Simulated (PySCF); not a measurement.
**CO + 2 HCl → H₂CO + Cl₂**

Level: PBE0 in the def2-TZVP basis family, all electrons, no relativity, computed in PySCF with density fitting; open shells unrestricted.

| species | state and structure | E (Eh) | ZPE (kJ/mol) | H(298 K) − H(0) (kJ/mol) | S° (J/(mol K)) |
| --- | --- | --- | --- | --- | --- |
| CO | singlet, C∞v, C–O 1.123 Å | -113.23097 | 13.4 | 8.7 | 197.5 |
| HCl | singlet, C∞v, H–Cl 1.279 Å | -460.66440 | 17.9 | 8.7 | 186.6 |
| H₂CO | singlet, C2v, C–H 1.109 Å (×2), C–O 1.195 Å; H–C–H 116.0°, H–C–O 122.0° (×2) | -114.41871 | 70.1 | 10.0 | 218.5 |
| Cl₂ | singlet, D∞h, Cl–Cl 1.982 Å | -920.08940 | 3.5 | 9.1 | 222.5 |

Problem. What is the electronic reaction energy?

Solution. At PBE0/def2-TZVP, ΔE = 135.6 kJ/mol from the differences of the total energies times 2625.5, uphill. 

Problem. Add zero-point, thermal and entropy terms for 298.15 K and 1 bar.

Solution. ΔZPE = 24.4 and Δ[H(298) − H(0)] = -7.0 kJ/mol give ΔH° = 153.0 kJ/mol. ΔS° = -129.7 J/(mol K), so ΔG° = 153.0 − 298.15 × (-0.1297) = 192 kJ/mol.

The structures come from searches over a few start shapes, so lower isomers are not excluded.
